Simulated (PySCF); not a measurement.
Gas-phase reaction: 2 C2H3Cl = CHCl2 + CH3 + 2 CH, at 800 K and a standard pressure of 1 bar. Level: M06-2X/def2-TZVP†.

Energies from PySCF, thermal terms from the rigid-rotor harmonic-oscillator model, ideal gas at 1 bar. † marks an energy on the PBE0/def2-TZVP geometry and frequencies. Open shells (unrestricted): CHCl2 (multiplicity 2), CH3 (multiplicity 2), CH (multiplicity 2, electronic degeneracy 4); the rest are closed-shell singlets. Spin-orbit splitting is ignored; it lowers the true energy and changes the entropy of CH. CHCl2: computed as isolated molecules; such fragments, hydroxides, amides, oligomers or adducts are transient or little studied in the gas. The harmonic model lacks anharmonicity and excited electronic states, which grow with temperature; levels with a mode under 35 cm⁻¹ are left out. Warning, spin contamination: CH (M06-2X/def2-TZVP†).

```csv
species,E (Ha),H(800 K) − E (kJ/mol),S°(800 K) (J/mol/K)
C2H3Cl,-538.17722,162.0,334.7
CHCl2,-959.03405,84.9,342.3
CH3,-39.82404,112.1,239.5
CH,-38.47257,40.5,211.9
```
E: electronic energy; H − E holds the zero-point and thermal terms. 1 Ha = 2625.5 kJ/mol.

Question: Work out ΔH°, ΔS°, ΔG° and log10 K from these numbers.

Answer: 1. ΔE = 1×(-959.03405) + 1×(-39.82404) + 2×(-38.47257) − 2×(-538.17722) = 0.55121 Ha = 1447.2 kJ.
2. Δ(H − E) = 1×(84.9) + 1×(112.1) + 2×(40.5) − 2×(162.0) = -46.0 kJ, so ΔH° = 1401.2 kJ.
3. ΔS° = 1×(342.3) + 1×(239.5) + 2×(211.9) − 2×(334.7) = 336.2 J/K; the number of gas molecules changes by +2.
4. ΔG° = ΔH° − TΔS° = 1401.2 − 800×(336.2)/1000 = 1132.2 kJ.
5. log10 K = −ΔG°/(RT ln 10) = -73.90, with RT ln 10 = 15.32 kJ/mol; at standard pressures the reactants are favoured.
6. A shift of 10 kJ in ΔE would move log10 K by 0.65 here.
For scale, ΔH°(298 K) is 1393 kJ at this level, 1383 kJ at ωB97M-V/def2-TZVP†, and runs from 1344 to 1648 kJ over the 14 levels computed.
